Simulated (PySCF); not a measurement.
A side-by-side comparison of computed properties.

First species: 2-chloro-1-butene, C₄H₇Cl.
Numbering: `[CH2:1]=[C:2]([Cl:3])[CH2:4][CH3:5]` (hydrogens: H6, H7 on C1; H8, H9 on C4; H10, H11, H12 on C5)

Cartesian coordinates in Å at the PBE0-D3(BJ)/def2-SVP level; atoms count from 1:
```
atom  x, y, z in Å
C1     2.0812   -0.5085    0.1260
C2     1.1439    0.4272    0.2761
Cl3    1.4186    1.7583    1.3745
C4    -0.1841    0.4698   -0.4137
C5    -1.3738    0.3511    0.5321
H6     3.0270   -0.4705    0.6686
H7     1.9064   -1.3394   -0.5614
H8    -0.2008   -0.3440   -1.1558
H9    -0.2518    1.4171   -0.9762
H10   -1.3631    1.1599    1.2774
H11   -2.3207    0.4127   -0.0242
H12   -1.3541   -0.6075    1.0723
```

Second species: C4H9N.
SMILES with atom numbers: `[H]/[N:5]=[CH:4]\[CH2:3][CH2:2][CH3:1]` (hydrogens: H6, H7, H8 on C1; H9, H10 on C2; H11, H12 on C3; H13 on C4; H14 on N5)

Structure used (PBE0-D3(BJ)/def2-SVP), in Å, numbered top down from 1:
```
atom  x, y, z in Å
C1    -1.5150    0.6609    0.4298
C2    -0.9399   -0.5847   -0.2263
C3     0.5209   -0.4253   -0.6511
C4     1.4459   -0.2246    0.5149
N5     2.2672    0.7186    0.7179
H6    -2.5622    0.5097    0.7315
H7    -0.9448    0.9429    1.3289
H8    -1.4873    1.5214   -0.2580
H9    -1.5398   -0.8549   -1.1104
H10   -1.0216   -1.4424    0.4641
H11    0.6292    0.4189   -1.3543
H12    0.8434   -1.3347   -1.1891
H13    1.3868   -1.0102    1.2921
H14    2.2304    1.3860   -0.0629
```

Levels: CAM-B3LYP/def2-SVPD for dipole moment, HOMO energy, LUMO energy, HOMO–LUMO gap, static isotropic polarisability and electronic spatial extent ⟨r²⟩ about the centre of nuclear charge; TDDFT CAM-B3LYP/def2-SVPD for lowest singlet excitation; PBE0-D3(BJ)/def2-SVP for rotational constant A and rotational constant C. Geometries: PBE0-D3(BJ)/def2-SVP. All species are isolated and taken at one optimised geometry, non-relativistic unless stated; the electronic structure was computed with PySCF and density fitting.

The conformers computed, where there is a choice (atom-mapped SMILES and torsion angles):
- `[CH2:1]=[C:2]([Cl:3])[CH2:4][CH3:5]`: C1–C2–C4–C5 116°
- `[H]/[N:5]=[CH:4]\[CH2:3][CH2:2][CH3:1]`: C1–C2–C3–C4 65°, C2–C3–C4–N5 -125°

(1) Which of the two has the higher ⟨r²⟩, and by how much?

(2) Which of the two has the higher S1 energy, and by how much?

(3) Which of the two has the higher static isotropic polarisability, and by how much?

(4) Which of the two has the higher rotational constant C, and by how much?

(5) Which has the higher LUMO energy?

(6) Which has the higher HOMO–LUMO gap?

(7) Which of the two has the higher dipole moment, and by how much?

(8) Which has the higher HOMO energy?

Results:

(1) The first: 596 bohr² against 527 bohr², a difference of 69 bohr².

(2) The first: 6.66 eV against 5.37 eV, a difference of 1.29 eV.

(3) The first: 64.4 au against 57.6 au, a difference of 6.8 au.

(4) The second: 2.586 GHz against 2.177 GHz, a difference of 0.409 GHz.

(5) The second: 0.96 eV against 0.88 eV, a difference of 0.08 eV.

(6) The second: 9.92 eV against 9.54 eV, a difference of 0.38 eV.

(7) The second: 2.74 D against 1.70 D, a difference of 1.04 D.

(8) The first: -8.66 eV against -8.96 eV, a difference of 0.30 eV.

On the first: The principal polarisabilities are 50.8, 66.9 and 75.5 au; their mean is the isotropic value. No computed singlet falls in the visible range (750 to 380 nm, 1.65 to 3.26 eV); S1 lies 3.40 eV above its blue end.

On the second: The dipole equals about 9.1 × 10⁻³⁰ C·m (1 D = 3.33564 × 10⁻³⁰ C·m). S1 lies 4.55 eV below the HOMO–LUMO gap; its leading configuration is HOMO→LUMO, weight 0.82.
